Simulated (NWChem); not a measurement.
# Na cation

**Question.** Give the principal values of the shielding tensors (ppm) of Na1 from PBE0/pcSseg-1, GIAO (NWChem), with their diamagnetic and paramagnetic parts as GIAO splits them.

**Answer.** 
```csv
atom,σ11,σ22,σ33,isotropic,diamagnetic,paramagnetic
Na1,623.5,623.5,623.5,623.5,623.5,0.0
```
